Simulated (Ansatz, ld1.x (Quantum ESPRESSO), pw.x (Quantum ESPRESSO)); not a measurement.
# technetium (Tc): does the TM potential hold in the solid?

technetium, norm-conserving Troullier–Martins (Kleinman–Bylander form), made with ld1.x (Quantum ESPRESSO) 7.5 (PBEsol, scalar-relativistic). Core [Kr], reference 4d5 5s2 5p0. Waves: 5p (bound, empty): rc 3.00 bohr; 4d (bound): rc 1.40 bohr; 5s (bound): rc 2.80 bohr. Local part: the s channel. Core correction: none.

Atomic tests: cutoffs needed: 50 Ry and 60 Ry (the cutoffs (Ry, on a coarse ladder) from which the occupation-weighted sum of valence levels, in a spherical-Bessel basis at the reference potential, stays within 10 and 1 mRy of its value at 400 Ry); ghost test: no extra level below or beside the all-electron valence levels (p, d, s, f tested) (spherical-Bessel basis up to 400 Ry, 20 bohr box); largest excitation error: -90 meV (all-electron minus pseudo) for 4d6 5s1 5p0, out of 7 test configurations.

Crystal test: fcc Tc in pw.x 7.5, no spin, 15³ k-points, Fermi–Dirac smearing 0.01 Ry, cutoffs 75/300 Ry. The reference is all-electron LAPW (Ansatz 0.2.0) with the same functional, mesh and smearing; V0 and B0 come from Birch–Murnaghan fits to the pressures at five volumes. Errors are pseudo minus all-electron; Δ is the rms difference of the E(V) curves that follow from these fits, minima aligned, over ±6 % about the mean V0. Mesh and smearing are coarse, so the numbers serve the comparison and aren't converged zero-temperature values; the lattice is a test structure that the element need not adopt.

```
V (Å³/atom)  P all-electron (GPa)  P pseudo (GPa)
     13.392                 18.14           47.26
     13.745                  8.27           34.90
     14.097                 -0.35           24.05
     14.449                 -7.86           14.52
     14.802                -14.40            6.15
```

All-electron: a0 = 3.833 Å (V0 = 14.08 Å³/atom), B0 = 322.9 GPa.

Pseudopotential: mean pressure error (GPa): +24.61. The pressure does not cross zero within the volumes sampled, so no fit is given. The largest radius (3.00 bohr) exceeds half the bond length (2.56 bohr), so the spheres overlap, which is one possible source of error among others. This is a poor potential for the solid.

Q: At the middle volume, how do free energy and pressure move when the wave cutoff is lowered (ecutrho kept at four times it)?

A:

```csv
cutoff (Ry),shift of F (meV/atom),shift of P (GPa)
34,+1852.1,-78.07
45,+255.9,-15.76
60,+11.6,-1.30
```

The run at the middle volume (120 k-points, 7 iterations) took about 8.3 s on one core of a shared host (Intel(R) Xeon(R) 6975P-C, 192 threads, 378 GiB, load 87).
